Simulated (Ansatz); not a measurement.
Ansatz (an electronic-structure program) input (PBE/3-21G): A basis named .json is the Basis Set Exchange file of that set (core-valence sets with the plain set on hydrogen).

Ansatz 0.2 input:
```yaml
crystal:
  periodic: [false, false, false]
  atoms:
    - {symbol: N, position_ang: [-0.00000000, -0.00000000, -0.43758825]}
    - {symbol: N, position_ang: [0.00000000, 0.00000000, 0.64838676]}
    - {symbol: H, position_ang: [-0.00000000, -0.00000000, -1.47558960]}
basis:
  gaussian:
    orbitals: 3-21G.json
hamiltonian:
  xc: {name: PBE}
total_charge: 1
magnetization: {spin_polarized: false}
```

Output:

```
Functional definition: PBE
integrals: 0.00 GiB planned
281 factors; integrals over basis functions are off by at most 8.1e-4 eV
mean field: 0.05 GiB planned
mean field evaluation 1: about -2962.5216 eV, gradient 3.9e1 eV
mean field evaluation 2: about -2963.6341 eV, gradient 3.1e1 eV
mean field evaluation 4: about -2965.5121 eV, gradient 8.5e-1 eV
mean field evaluation 8: about -2965.5089 eV, gradient 5.1e-3 eV
a density is far from that of the atoms, so the factors are made again for it
304 factors; integrals over basis functions are off by at most 1.4e-5 eV
mean field: 0.05 GiB planned
mean field evaluation 16: about -2965.5088 eV, gradient 2.0e-5 eV
mean field -2965.50883635 eV, -108.9804396419 hartree, gradient 2.0e-5 eV, S^2 0.000000; 0 other end points of the search recorded, 0 dependent functions left out
reference -2965.50884382 eV, -108.9804399162 hartree; 7, 7 occupied and 13, 13 virtual orbitals, 304 factors
Total energy: -2965.50884382 eV, -108.9804399162 hartree
```
